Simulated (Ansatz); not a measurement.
## CCSD(T) against full CI for several species

Each species is computed at the geometry given (Å), with frozen cores, in Ansatz 0.2.0: RHF-CCSD(T) for singlets, UHF-CCSD(T) otherwise, and full CI in the same basis. The program picks the determinant by trial CCSD, so it needn't be the lowest Hartree–Fock solution. States: HNB A', [H···H···CH2] B1, [H···H···OH] A'. Cases whose determinant has another symmetry than full CI's state, or whose (Q) step broke down, weren't drawn.

**Question.** Judging by size, spin and bonding, rank them by the size of CCSD(T)'s error in total energy against full CI in the same basis, smallest first (an estimate).
A. [H···H···OH], doublet, 6-31G: H -2.064 0.050 0.000; H -0.966 0.050 0.000; O 0.165 0.050 0.000; H 0.417 -0.890 0.000
B. HNB, doublet, 6-31G: B 0.142 0.000 0.739; N -0.116 0.000 -0.467; H 0.092 0.000 -1.438
C. [H···H···CH₂], triplet, 6-31G: H -1.973 0.000 0.000; H -1.019 0.000 0.000; C 0.155 0.000 0.000; H 0.570 0.000 0.996; H 0.570 0.000 -0.996

**Answer.** C (10.1 meV), A (19.1 meV), B (40.5 meV).

```json
{"species": "[H···H···CH2], triplet", "basis": "6-31G", "correlated electrons": "8", "CCSD(T) − full CI (meV)": "10.1", "CCSDT(Q) − full CI (meV)": "-0.2", "unpaired electrons (full CI)": "2.02", "T1": "0.010", "⟨S²⟩ of the determinant": "2.04"}
{"species": "[H···H···OH], doublet", "basis": "6-31G", "correlated electrons": "9", "CCSD(T) − full CI (meV)": "19.1", "CCSDT(Q) − full CI (meV)": "-0.4", "unpaired electrons (full CI)": "1.03", "T1": "0.017", "⟨S²⟩ of the determinant": "0.79"}
{"species": "HNB, doublet", "basis": "6-31G", "correlated electrons": "9", "CCSD(T) − full CI (meV)": "40.5", "CCSDT(Q) − full CI (meV)": "-4.9", "unpaired electrons (full CI)": "1.08", "T1": "0.035", "⟨S²⟩ of the determinant": "0.87"}
```

Unpaired electrons are Σ n²(2−n)² over natural occupations; an open shell counts its own unpaired electrons too. Frozen cores follow each run's orbitals, which moves totals by a few meV.
